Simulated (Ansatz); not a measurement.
# CHSi−: single points off equilibrium

The task here is to estimate one member of a computed series from the others.

Method: single points in def2-TZVPPD; program: Ansatz 0.2.0, Gaussian basis.

Correlated methods freeze the cores.

## Where the work starts

SMILES `[C-]#[SiH]`, 3 atoms, charge -1, spin multiplicity 1.

Atoms are counted from 1 here; the program's logs count them from 0.

Bond lengths: C1–Si2 1.681 Å, Si2–H3 1.588 Å. Angles: C1–Si2–H3 177.8°.

As a file:

```
C    -0.90680    1.33970   -0.29240
Si    0.00420   -0.04790   -0.02550
H     0.83380   -1.36790    0.27850
```

Set-up of the first run:

File run/in.yaml:

```yaml
crystal:
  periodic: [false, false, false]
  atoms:
    - {symbol: C, position_ang: [-0.906800, 1.339700, -0.292400]}
    - {symbol: Si, position_ang: [0.004200, -0.047900, -0.025500]}
    - {symbol: H, position_ang: [0.833800, -1.367900, 0.278500]}
basis:
  gaussian: {orbitals: "def2-TZVPPD.json"}
total_charge: -1
correlation: {method: ccsd_t}
output: {forces: true}
```

The basis file named in the input lies beside it (Basis Set Exchange, JSON).

No record of the launch command was kept for these runs.

Among the steps run: CCSD(T)/def2-TZVPPD; PBE0-D4/def2-TZVPPD; wB97M-V/def2-TZVPPD; r2SCAN-D4/def2-TZVPPD; PBE-D4/def2-TZVPPD; revPBE-D4/def2-TZVPPD; wB97X-V/def2-TZVPPD.

One of the session's tables, all rows but one given; the rest of the session is left out.

```
   method  RMS force component (eV/Å)  angle to CCSD(T) forces (°)
  CCSD(T)                       0.769                    reference
  PBE0-D4                           ?                            ?
  wB97M-V                       0.470                         54.4
r2SCAN-D4                       0.470                         17.0
   PBE-D4                       0.514                          2.5
revPBE-D4                       0.572                          2.0
  wB97X-V                       0.461                         56.2
```

Q: Estimate the row for PBE0-D4 from the others.

The run gave: RMS force component (eV/Å): 0.442; angle to CCSD(T) forces (°): 30.7. In the column «RMS force component (eV/Å)» it is the lowest.
